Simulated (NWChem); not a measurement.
**C4H10S (isobutyl mercaptan) at 6 levels**

Wanted: a comparison of 6 runs (HF/STO-3G, HF/3-21G, HF/6-31G*, B3LYP/6-31G*, MP2/6-31G*) of C4H10S (isobutyl mercaptan). 

The results are computed with NWChem 7.3.0.

## Step 1: The molecule

C4H10S has 15 atoms, charge 0, and is taken as a singlet. SMILES: `CC(C)CS`. Geometry: relaxed at PBE0-D4/def2-TZVP. This is one conformer, not always the lowest.

Bond lengths: C1–C2 1.522 Å, C2–C3 1.522 Å, C2–C4 1.524 Å, C4–S5 1.818 Å, C1–H6 1.092 Å, C1–H7 1.095 Å, C1–H8 1.092 Å, C2–H9 1.097 Å, C3–H10 1.093 Å, C3–H11 1.095 Å, C3–H12 1.092 Å, C4–H13 1.091 Å, C4–H14 1.094 Å, S5–H15 1.341 Å. Some angles: C1–C2–C3 110.9°, C1–C2–C4 112.1°, C3–C2–C4 109.4°, C2–C4–S5 110.7°, C1–C2–H9 108.5°, C3–C2–H9 108.3°, C4–C2–H9 107.6°, C2–C1–H6 112.0°, C2–C1–H7 110.5°, C2–C1–H8 110.7°.

## Step 2: Energy and forces at HF/STO-3G (run 1)

File run.py:

```python
from ase import Atoms
from ase.calculators.nwchem import NWChem

mol = Atoms(['C', 'C', 'C', 'C', 'S', 'H', 'H', 'H', 'H', 'H', 'H', 'H', 'H', 'H', 'H'], positions=[
    [-1.056000, -0.674500, 0.878000],
    [0.232300, -0.022700, 0.397700],
    [1.263900, -1.075300, 0.015900],
    [-0.002200, 0.908500, -0.785200],
    [-1.078400, 2.294700, -0.308900],
    [-1.799000, 0.064600, 1.183900],
    [-1.499300, -1.281100, 0.081800],
    [-0.862800, -1.330600, 1.729900],
    [0.643000, 0.580300, 1.217100],
    [2.207500, -0.619700, -0.294600],
    [0.900500, -1.693400, -0.811100],
    [1.472000, -1.739200, 0.858200],
    [0.951100, 1.311200, -1.132100],
    [-0.465300, 0.354500, -1.606500],
    [-0.981000, 2.972600, -1.462400],
])

calc = NWChem(
    label='a',
    theory='scf',
    memory='2200 mb',
    basis='STO-3G',
    basispar='spherical bse',
    scf={'nopen': '0', 'rhf': None, 'thresh': '1e-08', 'maxiter': '80'},
)
mol.calc = calc

forces = mol.get_forces()
print("Total energy (eV):", round(mol.get_potential_energy(), 6))
print("forces (eV/A):")
for s, f in zip(mol.symbols, forces):
    print(f"{s:2s} {f[0]:10.5f} {f[1]:10.5f} {f[2]:10.5f}")
print("dipole (e A):", mol.get_dipole_moment().round(4))
```

Launch:

```console
$ export ASE_NWCHEM_COMMAND="nwchem PREFIX.nwi > PREFIX.nwo"
$ python run.py
```

The log of the run:

```text
Total energy (eV): -14929.060452
forces (eV/A):
C    -1.16054   -0.74665    0.32159
C     0.59547    0.65080    0.74248
C     0.86163   -1.11930   -0.26554
C    -0.68870    1.23932   -0.83139
S     0.06865    0.12727   -0.27938
H     0.26955   -0.13262   -0.08222
H     0.16337    0.20065    0.28154
H    -0.03173    0.19654   -0.23454
H    -0.10166   -0.21973   -0.16908
H    -0.30678   -0.07148    0.10778
H     0.11621    0.23274    0.27187
H    -0.04397    0.18918   -0.21345
H    -0.08284   -0.25197   -0.03877
H     0.27794    0.04417    0.09307
H     0.06351   -0.33887    0.29599
dipole (e A): [ 0.119  -0.0722 -0.1513]
```

The calculator wrote a.nwi:

```
title "a"

permanent_dir a

scratch_dir a

start a

geometry units angstrom nocenter noautosym noautoz
  C  -1.0560000000000000e+00 -6.7449999999999999e-01 8.7800000000000000e-01
  C  2.3230000000000001e-01 -2.2700000000000001e-02 3.9770000000000000e-01
  C  1.2639000000000000e+00 -1.0752999999999999e+00 1.5900000000000001e-02
  C  -2.2000000000000001e-03 9.0849999999999997e-01 -7.8520000000000001e-01
  S  -1.0784000000000000e+00 2.2947000000000002e+00 -3.0890000000000001e-01
  H  -1.7989999999999999e+00 6.4600000000000005e-02 1.1839000000000000e+00
  H  -1.4993000000000001e+00 -1.2810999999999999e+00 8.1799999999999998e-02
  H  -8.6280000000000001e-01 -1.3306000000000000e+00 1.7299000000000000e+00
  H  6.4300000000000002e-01 5.8030000000000004e-01 1.2171000000000001e+00
  H  2.2075000000000000e+00 -6.1970000000000003e-01 -2.9459999999999997e-01
  H  9.0049999999999997e-01 -1.6934000000000000e+00 -8.1110000000000004e-01
  H  1.4720000000000000e+00 -1.7392000000000001e+00 8.5819999999999996e-01
  H  9.5109999999999995e-01 1.3111999999999999e+00 -1.1321000000000001e+00
  H  -4.6529999999999999e-01 3.5449999999999998e-01 -1.6065000000000000e+00
  H  -9.8099999999999998e-01 2.9725999999999999e+00 -1.4623999999999999e+00
end

memory 2200 mb

basis spherical bse noprint
   * library STO-3G
end

scf
  nopen 0
  rhf
  thresh 1e-08
  maxiter 80
end

task scf gradient
```

a.nwo:

```text
Northwest Computational Chemistry Package (NWChem) 7.3.0
             --------------------------------------------------------

           Job information
           ---------------

    nwchem branch   = 7.3.0
    use scalapack   = T
    input           = a.nwi
    prefix          = a.
    data base       = a/a.db
    status          = startup
    nproc           =        1

           Memory information
           ------------------

    heap     =     72089596 doubles =      550.0 Mbytes
    stack    =     72089601 doubles =      550.0 Mbytes
    global   =    144179200 doubles =     1100.0 Mbytes (distinct from heap & stack)
    total    =    288358397 doubles =     2200.0 Mbytes
    verify   = yes
    hardfail = no

[... 147 lines left out ...]
 Convergence threshold     :          1.000E-08
[... 12 lines left out ...]
       Final RHF  results
[... 3 lines left out ...]
      One-electron energy =  -1224.773458768392
[... 1 line left out ...]
 Nuclear repulsion energy =    235.629563111632
[... 43 lines left out ...]
                       ROHF Final Molecular Orbital Analysis
[... 241 lines left out ...]
                         RHF ENERGY GRADIENTS

    atom               coordinates                        gradient
                 x          y          z           x          y          z
   1 C      -1.995551  -1.274620   1.659179    0.022569   0.014520  -0.006254
   2 C       0.438983  -0.042897   0.751544   -0.011580  -0.012656  -0.014439
   3 C       2.388425  -2.032022   0.030047   -0.016756   0.021767   0.005164
[... 11 lines of this table left out ...]
  15 H      -1.853821   5.617399  -2.763535   -0.001235   0.006590  -0.005756

                 ----------------------------------------
                 |  Time  |  1-e(secs)   |  2-e(secs)   |
                 ----------------------------------------
                 |  CPU   |       0.00   |       0.27   |
                 ----------------------------------------
                 |  WALL  |       0.00   |       0.27   |
                 ----------------------------------------

 Task  times  cpu:        3.6s     wall:        3.6s
 Total times  cpu:        3.6s     wall:        3.6s
```

Run time: 4.5 s. Hardware: 1 thread of AMD EPYC 9R45 (Zen 5), shared host; peak memory 0.099 GiB.

## Step 3: Energy and forces at HF/3-21G (run 2)

File mymol.nw:

```
START mymol
memory stack 880 mb heap 220 mb global 1100 mb
charge 0
GEOMETRY units angstroms noautosym nocenter noautoz
C       -1.056000      -0.674500       0.878000
C        0.232300      -0.022700       0.397700
C        1.263900      -1.075300       0.015900
C       -0.002200       0.908500      -0.785200
S       -1.078400       2.294700      -0.308900
H       -1.799000       0.064600       1.183900
H       -1.499300      -1.281100       0.081800
H       -0.862800      -1.330600       1.729900
H        0.643000       0.580300       1.217100
H        2.207500      -0.619700      -0.294600
H        0.900500      -1.693400      -0.811100
H        1.472000      -1.739200       0.858200
H        0.951100       1.311200      -1.132100
H       -0.465300       0.354500      -1.606500
H       -0.981000       2.972600      -1.462400
END
BASIS spherical bse
* library 3-21G
END
SCF
singlet
rhf
thresh 1e-08
maxiter 80
print low
END
TASK scf gradient
```

Launch:

```console
$ nwchem mymol.nw > mymol.out
```

The log of the run:

```text
[...]
  functions       =    69
[...]
  wavefunction    = RHF
[...]
         Total SCF energy =   -551.983830397818
      One-electron energy =  -1225.094353883005
      Two-electron energy =    437.480960373555
 Nuclear repulsion energy =    235.629563111632
        Time for solution =      3.4s
[...]
                         RHF ENERGY GRADIENTS
    atom               coordinates                        gradient
                 x          y          z           x          y          z
   1 C      -1.995551  -1.274620   1.659179    0.014815   0.007706  -0.003278
   2 C       0.438983  -0.042897   0.751544   -0.007849  -0.011021  -0.013458
   3 C       2.388425  -2.032022   0.030047   -0.009929   0.012528   0.005317
   4 C      -0.004157   1.716816  -1.483813   -0.018569   0.022390   0.020502
   5 S      -2.037881   4.336354  -0.583736    0.016680  -0.021304  -0.008374
   6 H      -3.399617   0.122076   2.237247   -0.004820   0.004099   0.001451
   7 H      -2.833266  -2.420928   0.154580   -0.002870  -0.003109  -0.003863
   8 H      -1.630456  -2.514469   3.269037    0.000444  -0.003542   0.004229
   9 H       1.215094   1.096608   2.299986    0.002663   0.004179   0.005344
  10 H       4.171570  -1.171063  -0.556713    0.004916   0.001857  -0.001918
  11 H       1.701698  -3.200062  -1.532757   -0.001382  -0.003607  -0.004322
[...]
```

It took 4.5 s on 1 thread of AMD EPYC 9R45 (Zen 5), shared host; peak memory 0.099 GiB.

Run 3 isn't shown in full; the table further down has it.

## Step 4: Energy and forces at B3LYP/6-31G(d) (spherical functions) (run 4)

File nw.nw:

```
echo
START nw
TITLE "C4H10S gradient"
memory 2200 mb

GEOMETRY noautosym nocenter noautoz
 C    -1.056000   -0.674500    0.878000
 C     0.232300   -0.022700    0.397700
 C     1.263900   -1.075300    0.015900
 C    -0.002200    0.908500   -0.785200
 S    -1.078400    2.294700   -0.308900
 H    -1.799000    0.064600    1.183900
 H    -1.499300   -1.281100    0.081800
 H    -0.862800   -1.330600    1.729900
 H     0.643000    0.580300    1.217100
 H     2.207500   -0.619700   -0.294600
 H     0.900500   -1.693400   -0.811100
 H     1.472000   -1.739200    0.858200
 H     0.951100    1.311200   -1.132100
 H    -0.465300    0.354500   -1.606500
 H    -0.981000    2.972600   -1.462400
END

BASIS spherical bse
 C library 6-31G*
 S library 6-31G*
 H library 6-31G*
END

DFT
 xc b3lyp
 mult 1
 grid fine
 convergence energy 1e-08
 maxiter 100
 mulliken
END

TASK dft gradient
```

Launch:

```console
$ nwchem nw.nw > nw.out
```

The log of the run:

```text
[...]
          Wavefunction type:  closed shell.
          No. of atoms     :    15
          No. of electrons :    50
[...]
          Charge           :     0
          Spin multiplicity:     1
[...]
          AO basis - number of functions:    94
[...]
              XC Information
              --------------
                         B3LYP Method XC Potential
                     Hartree-Fock (Exact) Exchange  0.200
                        Slater Exchange Functional  0.800 local
                    Becke 1988 Exchange Functional  0.720 non-local
              Lee-Yang-Parr Correlation Functional  0.810
                  VWN I RPA Correlation Functional  0.190 local
[...]
 d= 0,ls=0.0,diis     1   -556.5763899727 -7.92D+02  8.14D-03  4.47D-01     3.0
[...]
 d= 0,ls=0.0,diis     8   -556.6335321966  9.02D-09  3.64D-06  2.65D-07    18.0
         Total DFT energy =     -556.633532196637
      One electron energy =    -1229.483090004656
           Coulomb energy =      488.451549259384
    Exchange-Corr. energy =      -51.231554562997
 Nuclear repulsion energy =      235.629563111632
[...]
  wavefunction    = closed shell
                         DFT ENERGY GRADIENTS
    atom               coordinates                        gradient
                 x          y          z           x          y          z
   1 C      -1.995551  -1.274620   1.659179    0.004168   0.002220  -0.002033
   2 C       0.438983  -0.042897   0.751544   -0.001908  -0.001883  -0.003214
   3 C       2.388425  -2.032022   0.030047   -0.003308   0.003319   0.000910
   4 C      -0.004157   1.716816  -1.483813   -0.003422   0.002137   0.005137
   5 S      -2.037881   4.336354  -0.583736    0.007289  -0.008080  -0.005286
   6 H      -3.399617   0.122076   2.237247    0.001653  -0.000846  -0.000938
   7 H      -2.833266  -2.420928   0.154580    0.001297   0.001432   0.001305
   8 H      -1.630456  -2.514469   3.269037   -0.000056   0.001595  -0.001950
   9 H       1.215094   1.096608   2.299986   -0.000899  -0.000767  -0.001470
  10 H       4.171570  -1.171063  -0.556713   -0.002304  -0.000606   0.000697
  11 H       1.701698  -3.200062  -1.532757    0.000258   0.001595   0.001701
[...]
```

Wall time 23 s (1 thread of AMD EPYC 9R45 (Zen 5), shared host); peak memory 0.13 GiB.

Run 5 isn't shown in full; the table further down has it.

## Step 5: Energy and forces at MP2/6-31G(d) (spherical functions) (run 6)

File run.py:

```python
from ase import Atoms
from ase.calculators.nwchem import NWChem

molecule = Atoms(['C', 'C', 'C', 'C', 'S', 'H', 'H', 'H', 'H', 'H', 'H', 'H', 'H', 'H', 'H'], positions=[
    [-1.056000, -0.674500, 0.878000],
    [0.232300, -0.022700, 0.397700],
    [1.263900, -1.075300, 0.015900],
    [-0.002200, 0.908500, -0.785200],
    [-1.078400, 2.294700, -0.308900],
    [-1.799000, 0.064600, 1.183900],
    [-1.499300, -1.281100, 0.081800],
    [-0.862800, -1.330600, 1.729900],
    [0.643000, 0.580300, 1.217100],
    [2.207500, -0.619700, -0.294600],
    [0.900500, -1.693400, -0.811100],
    [1.472000, -1.739200, 0.858200],
    [0.951100, 1.311200, -1.132100],
    [-0.465300, 0.354500, -1.606500],
    [-0.981000, 2.972600, -1.462400],
])

calc = NWChem(
    label='c4h10s',
    theory='mp2',
    memory='2200 mb',
    basis='6-31G*',
    basispar='spherical bse',
    scf={'nopen': '0', 'rhf': None, 'thresh': '1e-08', 'maxiter': '80'},
    mp2={'freeze': 'core 9', 'tight': None},
)
molecule.calc = calc

forces = molecule.get_forces()
e = molecule.get_potential_energy()
print(f"E = {e:.6f} eV")
print("forces (eV/A):")
for s, f in zip(molecule.symbols, forces):
    print(f"{s:2s} {f[0]:10.5f} {f[1]:10.5f} {f[2]:10.5f}")
```

Launch:

```console
$ export ASE_NWCHEM_COMMAND="nwchem PREFIX.nwi > PREFIX.nwo"
$ python run.py
```

The log of the run:

```text
E = -15114.439890 eV
forces (eV/A):
C    -0.15612   -0.06104    0.03183
C     0.05147    0.07405    0.05728
C     0.08757   -0.12496   -0.05307
C    -0.01476    0.05050   -0.12424
S    -0.14321    0.19062    0.06633
H    -0.02710    0.03090    0.02941
H     0.00031   -0.02422   -0.05204
H     0.02859   -0.04093    0.05523
H     0.02437    0.02371    0.03533
H     0.05538    0.04093   -0.01070
H    -0.03620   -0.01496   -0.03759
H     0.01152   -0.03471    0.06561
H     0.09487   -0.01800   -0.02905
H     0.01296   -0.07672   -0.03790
H     0.01034   -0.01522    0.00350
```

The calculator wrote c4h10s.nwi:

```
title "c4h10s"

permanent_dir c4h10s

scratch_dir c4h10s

start c4h10s

geometry units angstrom nocenter noautosym noautoz
  C  -1.0560000000000000e+00 -6.7449999999999999e-01 8.7800000000000000e-01
  C  2.3230000000000001e-01 -2.2700000000000001e-02 3.9770000000000000e-01
  C  1.2639000000000000e+00 -1.0752999999999999e+00 1.5900000000000001e-02
  C  -2.2000000000000001e-03 9.0849999999999997e-01 -7.8520000000000001e-01
  S  -1.0784000000000000e+00 2.2947000000000002e+00 -3.0890000000000001e-01
  H  -1.7989999999999999e+00 6.4600000000000005e-02 1.1839000000000000e+00
  H  -1.4993000000000001e+00 -1.2810999999999999e+00 8.1799999999999998e-02
  H  -8.6280000000000001e-01 -1.3306000000000000e+00 1.7299000000000000e+00
  H  6.4300000000000002e-01 5.8030000000000004e-01 1.2171000000000001e+00
  H  2.2075000000000000e+00 -6.1970000000000003e-01 -2.9459999999999997e-01
  H  9.0049999999999997e-01 -1.6934000000000000e+00 -8.1110000000000004e-01
  H  1.4720000000000000e+00 -1.7392000000000001e+00 8.5819999999999996e-01
  H  9.5109999999999995e-01 1.3111999999999999e+00 -1.1321000000000001e+00
  H  -4.6529999999999999e-01 3.5449999999999998e-01 -1.6065000000000000e+00
  H  -9.8099999999999998e-01 2.9725999999999999e+00 -1.4623999999999999e+00
end

memory 2200 mb

basis spherical bse noprint
   * library 6-31G*
end

scf
  nopen 0
  rhf
  thresh 1e-08
  maxiter 80
end
mp2
  freeze core 9
  tight
end

task mp2 gradient
```

c4h10s.nwo:

```text
Northwest Computational Chemistry Package (NWChem) 7.3.0
             --------------------------------------------------------

           Job information
           ---------------

    nwchem branch   = 7.3.0
    use scalapack   = T
    input           = c4h10s.nwi
    prefix          = c4h10s.
    data base       = c4h10s/c4h10s.db
    status          = startup
    nproc           =        1

           Memory information
           ------------------

    heap     =     72089596 doubles =      550.0 Mbytes
    stack    =     72089601 doubles =      550.0 Mbytes
    global   =    144179200 doubles =     1100.0 Mbytes (distinct from heap & stack)
    total    =    288358397 doubles =     2200.0 Mbytes
    verify   = yes
    hardfail = no

[... 137 lines left out ...]
 1-e energy   =   -1224.413840
[... 9 lines left out ...]
 Convergence threshold     :          1.000E-08
[... 15 lines left out ...]
         Total SCF energy =   -554.800961143824
[... 2 lines left out ...]
 Nuclear repulsion energy =    235.629563111632
[... 395 lines left out ...]
 CPHF converged to   3.5D-07 in   11 iters
[... 109 lines left out ...]
  MP2 natural orbitals output to c4h10s/c4h10s.mp2nos
[... 1 line left out ...]
                         mp2 ENERGY GRADIENTS

    atom               coordinates                        gradient
                 x          y          z           x          y          z
   1 C      -1.995551  -1.274620   1.659179    0.003036   0.001187  -0.000619
   2 C       0.438983  -0.042897   0.751544   -0.001001  -0.001440  -0.001114
   3 C       2.388425  -2.032022   0.030047   -0.001703   0.002430   0.001032
[... 11 lines of this table left out ...]
  15 H      -1.853821   5.617399  -2.763535   -0.000201   0.000296  -0.000068

                 ----------------------------------------
                 |  Time  |  1-e(secs)   |  2-e(secs)   |
                 ----------------------------------------
                 |  CPU   |       0.01   |       2.21   |
                 ----------------------------------------
                 |  WALL  |       0.01   |       2.21   |
                 ----------------------------------------
 -----------------------
 Task  times  cpu:       40.6s     wall:       40.6s
 Total times  cpu:       40.6s     wall:       40.6s
```

It took 42 s on 1 thread of AMD EPYC 9R45 (Zen 5), shared host; peak memory 0.35 GiB.

## Step 6: Overview of the runs

```csv
run,level,iteration cap,module,energy (Eh),dipole moment (D),HOMO energy (eV),LUMO energy (eV),wall time
1,HF/STO-3G,80,scf,-548.632857,0.99,-6.93,12.45,4.5 s
2,HF/3-21G,80,scf,-551.983830,–,–,–,4.5 s
3,HF/6-31G* (spherical functions),80,scf,-554.800961,1.74,-9.54,4.83,18 s
4,B3LYP/6-31G* (spherical functions),100,dft,-556.633532,1.69,-6.29,0.87,23 s
5,B3LYP/6-31G* (Cartesian functions),100,dft,-556.639167,1.69,-6.29,0.87,23 s
6,MP2/6-31G* (spherical functions),80,mp2,-555.445426,1.71,-9.54,4.83,42 s
```

## Step 7: Summary of results

| quantity | value |
| --- | --- |
| run 6: total energy | -555.44543 Eh |
| run 6: dipole moment (of the density that the program reports) | 1.71 D |
| run 6: HOMO energy (Hartree–Fock orbitals) | -9.54 eV |
| run 6: LUMO energy (Hartree–Fock orbitals) | 4.83 eV |
| run 6: HOMO–LUMO gap (Hartree–Fock orbitals) | 14.38 eV |
| run 6: correlation energy (9 core orbitals frozen) | -644.5 mEh |
| run 6: largest force on an atom | 0.247 eV/Å |

**Reading.** Over runs 1, 3, 4, 5, 6 the dipole moment (its size) runs from 0.99 D (HF/STO-3G) to 1.74 D (HF/6-31G*). Over runs 1, 3, 4, 5 the HOMO–LUMO gap runs from 7.16 eV (B3LYP/6-31G*) to 19.38 eV (HF/STO-3G). The two ends differ in method and basis. In run 1 the basis is minimal, so the values are rough. All runs together took 1.9 min, the longest 42 s.
